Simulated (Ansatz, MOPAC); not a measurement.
Reaction (SMILES): CCO [ethanol] → [CH2]C (C2H5) + [OH] (HO) (the C-O bond breaks)

Wanted: bond dissociation energy (enthalpy at 298 K), in kcal/mol. Conventions: spin-orbit terms left out; non-relativistic; dispersion terms only where a functional's name holds one; UHF or UKS for open shells. Ab initio and DFT rows: single points at B3LYP-D3(BJ) geometries (Ansatz, a first-principles code), with unscaled harmonic terms from B3LYP/6-31G* at its own minima. Semi-empirical rows: MOPAC heats of formation at their own minima for 298 K.

```csv
species,coefficient,"E at HF/3-21G (Ansatz), Eh","E at B3LYP/def2-TZVPD (Ansatz), Eh","H(298 K) - E, kcal/mol","heat of formation at PM6 (MOPAC), kcal/mol"
CCO,-1,-153.22178,-155.11179,53.66,-54.89
[CH2]C (C2H5),+1,-78.16307,-79.19286,40.50,16.00
[OH] (HO),+1,-74.97016,-75.77033,7.28,13.32
```

Measured values: Active Thermochemical Tables 1.112 (ions: stationary electron), as tabulated in the package chemicals; G2/97 table in ASE (Curtiss et al.); G2/97 table in ASE (Curtiss et al.), the entry of HO doubted and unchecked; they hold spin-orbit and core effects, anharmonicity and other conformers.  Value to compare with, the measured value: 94.4 kcal/mol. 1 Eh = 627.5095 kcal/mol.

Work the quantity out at each level, and compare with the measured value.


- HF/3-21G: the sum of coefficient times E is 0.08855 Eh, or 55.57 kcal/mol; the thermal terms add -5.88. Result: 49.7 kcal/mol. Its error against the measured value is -44.7 kcal/mol.
- B3LYP/def2-TZVPD: the sum of coefficient times E is 0.14860 Eh, or 93.25 kcal/mol; the thermal terms add -5.88. Result: 87.4 kcal/mol. Its error against the measured value is -7.0 kcal/mol.
- PM6: the sum of coefficient times heat of formation is 84.21 kcal/mol; it needs no thermal term. Its error against the measured value is -10.2 kcal/mol.
